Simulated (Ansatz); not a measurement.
Working through an active-space calculation of CN (charge -1)

Program: Ansatz 0.2.0, Python API.

Notebook, run cell by cell (the value of a cell's last expression is shown):

```python
import ansatz
```

```python
SETTINGS = {
    "basis": "6-31G*",
    "charge": -1,
}
```

```python
mol = (
    ansatz.Crystal.molecule()
    .atom("C", (0.51262, -0.16591, 0.26402))
    .atom("N", (-0.51262, 0.16591, -0.26402))
)
```

```python
model = (
    mol.calculation()
    .basis(gaussian=SETTINGS["basis"])  # the orbital basis, by name
    .charge(SETTINGS["charge"])  # electrons removed from the neutral system
    .correlation(active_electrons=2, active_orbitals=2)  # correlation on top of the mean field
)
for method in ["sc_nevpt2"]:
    report = (model if method is None else model.correlation(method)).run(threads=1, pin="off").report
    space = report["configurations"]
    state = space["states"][0]
    print(method or "casscf", f"total {report['free_energy_ev'] / 27.211386246:.6f} Ha, active-space state {state['energy']['hartree']:.6f} Ha, mean field {report['reference_energy_ev'] / 27.211386246:.6f} Ha")
    print("  determinants", state["n_determinants"], " natural occupations", [round(n, 3) for n in space["natural_occupations"]])
```

    sc_nevpt2 total -92.562020 Ha, active-space state -92.307684 Ha, mean field -92.282284 Ha
      determinants 4  natural occupations [1.94, 0.06]

Notes:
- These settings explore the input space; basis and method may be short of convergence.
- The geometry is a force-field or estimated start, not a minimum of this method, and the basis set is short of its limit. The active space starts as a window about the frontier orbitals and is then optimised, not chosen by chemistry.
- Anions want diffuse functions, which this basis lacks.
- It ran for 0.7 s on 1 thread of Arm Neoverse V1, with other jobs on the host, peak memory 0.13 GiB.
